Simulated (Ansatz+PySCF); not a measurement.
The numbers below are computed, except where a source is named.
Input for Ansatz (development build ahead of 0.2.0):

```yaml
crystal:
  periodic: [false, false, false]
  atoms:
    - { symbol: S, position_ang: [0.0, 0.0, -0.37133] }
    - { symbol: O, position_ang: [0.0, 1.25043, 0.37133] }
    - { symbol: O, position_ang: [0.0, -1.25043, 0.37133] }
basis:
  gaussian: { orbitals: def2-SVP }
magnetization:
  spin_polarized: true
hamiltonian:
  xc: hf
correlation:
  method: mp2
  frozen_orbitals: { O: 1, S: 5 }
scf:
  omitted_lower_state_checks: [starts, atomic_configurations, cluster_reference, orbital_swaps, given_window_search, neighbouring_geometries, increment]
```

The input is written out in the form of the current development build from the run's settings.

The run gave:

```
Converged                       : yes
Reference energy                : -546.92478 hartree
Correlation energy              : -0.49641 hartree
Total energy                    : -547.42120 hartree
Spin squared of the determinant : 0.327
Stability test                  : minimum
```

Caution: the unrestricted determinant is spin contaminated; the determinant breaks the point group; another reference gives a lower total.
